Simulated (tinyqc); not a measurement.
MP2 on RHF in the sto-6g basis, frozen core, for HF, spin multiplicity 1, step by step. One step of it, computed by the program tinyqc.

Problem. Orthogonalisation. S = U s U^T; symmetric (Loewdin) form X = U s^(-1/2) U^T, so that X^T S X = 1.

overlap S, order 1F 1s, 1F 2s, 1F 2px, 1F 2py, 1F 2pz, 2H 1s:
```
[[1.000000, 0.232479, 0.000000, 0.000000, 0.000000, 0.038136],
 [0.232479, 1.000000, 0.000000, 0.000000, 0.000000, 0.373873],
 [0.000000, 0.000000, 1.000000, 0.000000, 0.000000, 0.000000],
 [0.000000, 0.000000, 0.000000, 1.000000, 0.000000, 0.000000],
 [0.000000, 0.000000, 0.000000, 0.000000, 1.000000, 0.303864],
 [0.038136, 0.373873, 0.000000, 0.000000, 0.303864, 1.000000]]
```

Give: eigenvalues of S; X.

Solution.

eigenvalues of S: [0.4951, 0.8497, 1.0000, 1.0000, 1.1237, 1.5314]

X, order 1F 1s, 1F 2s, 1F 2px, 1F 2py, 1F 2pz, 2H 1s:
```
[[1.0219, -0.1268, 0.0000, 0.0000, -0.0051, 0.0179],
 [-0.1268, 1.0874, 0.0000, 0.0000, 0.0527, -0.2245],
 [0.0000, 0.0000, 1.0000, 0.0000, 0.0000, 0.0000],
 [0.0000, 0.0000, 0.0000, 1.0000, 0.0000, 0.0000],
 [-0.0051, 0.0527, 0.0000, 0.0000, 1.0420, -0.1793],
 [0.0179, -0.2245, 0.0000, 0.0000, -0.1793, 1.1062]]
```
